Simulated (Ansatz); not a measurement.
C$_{2}$H$_{3}$NS, SMILES `NC1=CS1`, charge 0, multiplicity 1.

Give a relaxed structure at PBE0-D4/def2-TZVP (the Gaussian-basis code of Ansatz). (An estimate is asked.)

Computed: 
Z-matrix (Å, degrees):
```
N
C 1 1.342
H 1 1.006 2 116.4
H 1 1.007 2 117.1 3 142.3
C 2 1.284 1 152.3 3 -162.3
S 2 1.791 1 134.9 3 25.9
H 5 1.071 2 155.4 1 -0.6
```
